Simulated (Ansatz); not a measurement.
Relaxed structures of AlSiNH₅ (charge -1), closed shell (PBE0-D4/def2-TZVPD; forces vanish, vibrations not checked; lower isomers may exist, and structures with a doubtful reference or unclear bonds are left out; Å). Program: Ansatz 0.2.0. Basis: def2-TZVPPD. Cores are frozen in the correlated methods.

(1) Rank them by CCSD(T) energy, lowest first, and give each one's height above the lowest. Links in brackets join atoms within 1.22 times the sum of their covalent radii (1.1 for two metals). (An estimate is asked for; the value comes from the calculation.)
A.
AlSiNH₅ ([NH][AlH][SiH3]), total charge -1
```
8
angstrom
N -2.0676 0.5170 -0.9150
Al -0.3760 0.7698 -0.7084
Si 0.8310 -0.7753 0.8228
H -2.5957 1.1293 -1.5326
H 0.6833 1.8556 -1.3229
H 1.5356 -0.1029 1.9765
H 1.9644 -1.5424 0.1854
H 0.0249 -1.8511 1.4942
```
B.
AlSiNH₅ ([NH][SiH][AlH3]), total charge -1
```
8
angstrom
N -2.0484 0.5742 -0.9542
Al 0.8812 -0.8992 0.9343
Si -0.4598 0.5812 -0.5774
H -2.3432 1.2967 -1.6059
H 0.3309 1.6954 -1.2819
H 1.5301 0.1410 2.0091
H 2.0252 -1.5144 -0.0511
H -0.0531 -2.0318 1.6198
```
C.
AlSiNH₅ ([AlH][NH][SiH3]), total charge -1
```
8
angstrom
N -0.9494 0.0548 0.0694
Al -0.4300 1.8542 0.1760
Si 0.2139 -1.1846 0.0839
H -1.9181 -0.2165 0.0017
H 1.1818 -1.1743 -1.0582
H 1.2077 1.3672 0.2498
H 1.0439 -1.2760 1.3265
H -0.4587 -2.5412 -0.0129
```
D.
AlSiNH₅ ([AlH2][N][SiH3]), total charge -1
```
8
angstrom
N -0.1571 0.0240 0.2225
Al 0.6408 0.8202 -1.0624
Si 0.0137 -0.9206 1.5635
H -0.5091 -0.3067 2.8497
H -0.1554 1.6816 -2.1809
H 1.4121 -1.3635 1.9750
H 2.2412 0.8390 -1.3515
H -0.7293 -2.2434 1.5136
```

The T1 diagnostic stays at or below 0.020. The restricted Hartree–Fock reference is unstable towards an unrestricted one at one or more of these structures.

Results:

(1) Computed: D (0.0 kJ/mol), C (26.0 kJ/mol), B (98.3 kJ/mol), A (105.0 kJ/mol). Heights count from the lowest.

For scale, one of the runs: CCSD(T)/def2-TZVPPD, 218 basis functions, launched by `ansatz run in.yaml --threads 2 --pin off --events-out ev --progress --plain --max-ram 4352MiB`. The run took 72 s on 2 CPU threads of an Arm Neoverse V1 (shared host), with 3 GiB of host memory at its peak.
